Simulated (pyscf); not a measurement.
9 silicon, germanium or tin steps of one kind (addition across a multiple bond or ene-type step, closed-shell): barrier in kcal/mol, from the separated reactants or the lowest minimum found. Optimised with ωB97X-D3(BJ)/def2-SVP in PySCF. Functionals in def2-TZVP; the last column is ωB97M-D3(BJ)/def2-TZVP. Rows were drawn at random from the steps of this kind and element class whose saddle was verified and whose references are stable.

```
step                                                                                                   PBE  PBE0-D3(BJ)  M06-2X  ωB97M-D3(BJ)
----------------------------------------------------------------------------------------------------  ----  -----------  ------  ------------
`[SiH3][Si]([SiH3])=[Ge]([SiH3])[SiH3]` + `[SiH4]` → `[SiH3][SiH]([SiH3])[Ge]([SiH3])([SiH3])[SiH3]`  14.5          9.9    14.4          14.4
`[S]=[Ge]` [singlet] + `[FH]` -> `[F][Ge][SH]` [singlet]                                              -2.5          0.4     2.4           2.7
`[O]=[SiH2]` + `[CH4]` -> `[CH3][SiH2][OH]`                                                           21.0         19.7    22.7          24.4
`[SiH2]=[S]` + `[SH2]` → `[SiH3][S][SH]`                                                              40.7         44.7    50.5          51.5
`[AsH]=[AsH]` + `[SiH4]` → `[SiH3][AsH][AsH2]`                                                        22.0         21.6    26.9          28.1
`[Ge]=[Se]` [singlet] + `[H][H]` → `[GeH][SeH]` [singlet]                                             27.6         28.9    34.4          34.3
`[O]=[Ge]` [singlet] + `[ClH]` → `[OH][Ge][Cl]` [singlet]                                             -5.6         -5.9    -5.4          -2.7
`[NH]=[SiH][Cl]` + `[H][H]` → `[NH2][SiH2][Cl]`                                                       20.1         19.0    22.4          22.5
`[S]=[Ge]` [singlet] + `[SH2]` -> `[SH][S][GeH]` [singlet]                                            47.0         53.7    60.9          62.9
```

Differences from the last column (kcal/mol): PBE: mean -5.9, median -5.2, mean size 5.9, lower in 8 of 9; PBE0-D3(BJ): mean -5.1, median -4.6, mean size 5.1, lower in 9 of 9; M06-2X: mean -1.0, median -1.0, mean size 1.0, lower in 7 of 9. PBE is closest for row 1 (0.1 kcal/mol apart) and farthest for row 9 (15.8 kcal/mol). PBE, r²SCAN and M06-2X carry no added dispersion term. The last column is a level with limits of its own. Each barrier is that of the saddle found. Elements up to Kr have no core potential and no relativistic terms here.
